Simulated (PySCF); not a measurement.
## TDDFT beside published excitation energies

Published values to compare with (the computed states carry no symmetry labels, so the two lists aren't matched line by line):

| state | E (eV) | f | kind of transition | source |
| --- | --- | --- | --- | --- |
| 3B2(π→π*) | 3.74 |  | band maximum or as reported | [1] |
| 3B2(π→π*) | 3.97 |  | vertical absorption | [2] |
| 3A1(π→π*) | 4.62 |  | band maximum or as reported | [1] |
| 3A1(π→π*) | 4.76 |  | vertical absorption | [2] |
| 1A1(π→π*, first) | 5.16 |  | 0-0 transition | [1] |
| 1A1(π→π*) | 5.62 |  | vertical absorption | [3] |
| 1A1(π→π*) | 5.64 | 0.070 | vertical absorption | [2] |
| 3B1(π→3p) | 5.93 |  | vertical absorption | [2] |
| 1B2(π→π*) | 5.94 |  | vertical absorption | [3] |
| 1B2(π→π*) | 5.98 | 0.079 | vertical absorption | [2] |
| 1B2(π→π*) | 5.99 |  | 0-0 transition | [1] |
| 3A2(π→3s) | 6.08 |  | vertical absorption | [2] |
| 1B1(π→3p) | 6.12 |  | vertical absorption | [3] |
| 1A2(π→3s) | 6.13 |  | vertical absorption | [3] |
| 1A2(π→3s) | 6.14 |  | vertical absorption | [2] |
| 1B1(π→3p) | 6.14 | 0.010 | vertical absorption | [2] |
| 1A2(π→3p) | 6.21 |  | vertical absorption | [2] |
| 1A2(π→3p) | 6.23 |  | vertical absorption | [3] |
| 1B1(π→3s) | 6.49 |  | vertical absorption | [3] |
| 1B1(π→3s) | 6.49 | 0.000 | vertical absorption | [2] |
| 1B2(π→3p) | 7.27 |  | vertical absorption | [3] |
| 1B2(π→3p) | 7.29 | 0.082 | vertical absorption | [2] |
| 1A1(π→π*) | 7.30 |  | vertical absorption | [3] |

[1] measured, gas; Loos, Lipparini, Boggio-Pasqua, Scemama, Jacquemin (2019), arXiv:1912.04173, literature columns
[2] computed, theoretical best estimate (aug-cc-pVTZ, frozen core, CC3 geometry), gas; Veril, Scemama, Caffarel, Lipparini, Boggio-Pasqua, Jacquemin, Loos, WIREs Comput. Mol. Sci. 2021, 11, e1517 (QUESTDB)
[3] computed, theoretical best estimate (aug-cc-pVTZ), revised with CC4, gas; Loos, Lipparini, Matthews, Blondel, Jacquemin, revising reference values with EOM-CC4 (2022), arXiv:2204.11658

Compound: C4H4S.
SMILES: `s1cccc1`

Theory: TDDFT CAM-B3LYP/aug-cc-pVTZ, vertical, gas phase, core orbitals frozen in the response in PySCF 2.14.0, density-fitted response routines. Isolated species at its PBE0-D3(BJ)/def2-TZVP geometry, gas phase.

Computed singlets: 5.82 eV (f 0.081); 5.92 eV (f 0.095); 6.08 eV (f 0.000); 6.27 eV (f 0.015); 6.37 eV (f 0.000); 6.46 eV (f 0.000); 6.81 eV (f 0.023); 6.83 eV (f 0.000); 7.10 eV (f 0.029); 7.18 eV (f 0.000). Computed triplets (Tamm–Dancoff): 3.85, 4.62, 5.88, 6.04 eV.

How does the lowest computed singlet compare with the best estimate listed for the lowest singlet (vertical absorption)?

5.82 eV against 5.62 eV for 1A1(π→π*) [3]: a difference of +0.20 eV. Geometry and basis of the two calculations needn't be the same.

How does the lowest computed triplet compare with the best estimate listed for the lowest triplet (vertical absorption)?

3.85 eV against 3.97 eV for 3B2(π→π*) [2]: a difference of -0.12 eV. Geometry and basis of the two calculations needn't be the same.

Note on [3]: revises the 2021 QUESTDB value.

Adiabatic (Te) and 0-0 energies refer to the relaxed excited state and aren't the vertical quantity computed here.

A measured band maximum holds vibronic effects and, in solution, solvent shifts, so it needn't equal the vertical energy.
